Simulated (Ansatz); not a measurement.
Write a Python script for the Ansatz DFT code, driven from Python that makes a relaxed scan of one distance of BH4N, SMILES BN. Use (for the species named): B3LYP, def2-SVP basis, multiplicity 1.

```xyz
6

B    -0.1545   -0.7069   -0.0646
N    -0.1320    0.8533   -0.0856
H     0.6583   -1.2974    0.3478
H    -1.0830   -1.1967   -0.5124
H     0.7347    1.1086   -0.6339
H     0.0186    1.1751    0.9026
```

The script, `bh4n.py`:
```python
"""One bond of BH4N held at set lengths while the rest relaxes."""

import ansatz as az
from ase import Atoms
import numpy as np

atoms = Atoms(["B", "N", "H", "H", "H", "H"], positions=[
    (-0.1545, -0.7069, -0.0646),
    (-0.132, 0.8533, -0.0856),
    (0.6583, -1.2974, 0.3478),
    (-1.083, -1.1967, -0.5124),
    (0.7347, 1.1086, -0.6339),
    (0.0186, 1.1751, 0.9026),
])
bh4n = az.Crystal.molecule_from_ase(atoms)

calculation = (
    bh4n.calculation()
    .basis(gaussian="def2-SVP")
    .functional("b3lyp")
)
symbols = [site.symbol for site in bh4n.cartesian_sites]
pairs = [(0, 1), (0, 2), (0, 3), (1, 4), (1, 5)]
print("held (A)   E (eV)        ", "  ".join(f"{symbols[i]}{i}-{symbols[j]}{j}" for i, j in pairs))
for length in [0.97, 1.05, 1.13, 1.26, 1.42]:
    report = calculation.relax(constraints=[az.DistanceConstraint((1, 5), at=length)], force_tolerance=0.02, max_steps=60).run().report
    xyz = np.array(report["positions_ang"])
    print(f"{length:6.2f} {report['free_energy_ev']:14.5f}  ", "  ".join(f"{np.linalg.norm(xyz[i] - xyz[j]):.3f}" for i, j in pairs))
```

```console
$ python bh4n.py
held (A)   E (eV)         B0-N1  B0-H2  B0-H3  N1-H4  N1-H5
DeckWarning: relax.constraints: the input's atoms, or those drawn, lie off the distances that are held; a relaxation that starts there is brought onto them ahead of its first SCF, by positions alone, an atom by 4.01e-2 Å at the most. With the symmetry detection on, the symmetry is detected on the input's atoms as so [...]
  0.97    -2230.83147   1.390  1.208  1.208  1.014  0.970
  1.05    -2230.85216   1.389  1.208  1.208  1.014  1.050
  1.13    -2230.63874   1.388  1.207  1.208  1.014  1.130
  1.26    -2230.03482   1.385  1.210  1.207  1.014  1.260
  1.42    -2229.13885   1.381  1.211  1.206  1.013  1.420
```
(Warnings from the package without file and line, shortened, repeats left out.)

Caveats:
- Total energies depend on the basis set; only differences at equal settings carry meaning.
- The energies are electronic: no zero-point or thermal terms, and the basis set is short of its limit.
- b3lyp holds the VWN-RPA fit, as in Gaussian; the form of ORCA and Turbomole is b3lyp5.
- Finished in 26 s on 1 thread of AMD EPYC 9R45 (Zen 5) (shared host), peak memory 0.19 GiB.
